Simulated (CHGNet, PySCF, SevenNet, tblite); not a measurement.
Ladder of methods for the equilibrium lattice constant a of zinc-blende AlAs

Reference value: 5.649 Å (measured, static lattice: zero-point anharmonic expansion removed; as tabulated in Mejia-Rodriguez and Trickey (2018), arXiv:1807.09216).

**Question.** What do GFN1-xTB, GFN2-xTB, CHGNet 0.3.0, SevenNet-l3i5, PBE, Hartree–Fock, MP2 give, and how far is each from the reference?

**Answer.** 
```json
[
 {"level (code)": "GFN1-xTB (tblite)", "value (Å)": "5.580", "error (%)": "-1.22"},
 {"level (code)": "GFN2-xTB (tblite)", "value (Å)": "5.785", "error (%)": "+2.41"},
 {"level (code)": "CHGNet 0.3.0 (CHGNet)", "value (Å)": "5.734", "error (%)": "+1.50"},
 {"level (code)": "SevenNet-l3i5 (SevenNet)", "value (Å)": "5.735", "error (%)": "+1.52"},
 {"level (code)": "PBE (PySCF)", "value (Å)": "5.737 ± 0.02", "error (%)": "+1.56"},
 {"level (code)": "Hartree–Fock (PySCF)", "value (Å)": "5.718 ± 0.02", "error (%)": "+1.22"},
 {"level (code)": "MP2 (PySCF)", "value (Å)": "5.620 ± 0.02", "error (%)": "-0.51"}
]
```

Of these levels MP2 (-0.51 %) comes nearest. Farthest off: GFN2-xTB (+2.41 %). Within 2 %: GFN1-xTB, CHGNet 0.3.0, SevenNet-l3i5, PBE, Hartree–Fock, MP2. The least costly first-principles kind among them: DFT without exact exchange (PBE).

A ± on a computed value is a rough bar: the spread of its extrapolation, a floor set from checks against published values, or a statistical error. GFN1-xTB, GFN2-xTB: the method was fitted mainly to molecules. GFN1-xTB, GFN2-xTB: the run uses a supercell at the zone centre in place of a k mesh.

Machine-learned potentials (CHGNet 0.3.0, SevenNet-l3i5) are trained on DFT data, which may include these solids.

Differences are worked out from the printed values.
